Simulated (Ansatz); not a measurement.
For bcc Ba, LDA (PAW; Ansatz, a first-principles code) gives:

lattice constant a: 4.757 Å
bulk modulus: 10.2 GPa

What does r²SCAN+SOC (plane waves, PAW; Ansatz) give for the same quantities?


- lattice constant a: 5.070 Å (grows by 6.6 %)
- bulk modulus: 8.41 GPa (shrinks by 18 %)

For comparison: lattice constant a 4.995 Å (measured, low-temperature or extrapolated to 0 K; zero-point anharmonic expansion removed, our sources range from 4.995 to 5.004; as tabulated in Csonka et al. (2009), arXiv:0903.4037); bulk modulus 9.34 GPa (measured, corrected for temperature and zero-point phonon effects, our sources range from 9.34 to 10.6; as tabulated in Levämäki et al. (2014), arXiv:1402.3671).

Changes are worked out from the printed values.

Unless a cell is named, each level is at its own relaxed cell (LDA 53.82, r²SCAN+SOC 65.17 Å³/atom).

Ansatz's density-functional and Hartree–Fock values are scalar-relativistic unless marked +SOC, with PAW data made under PBE.
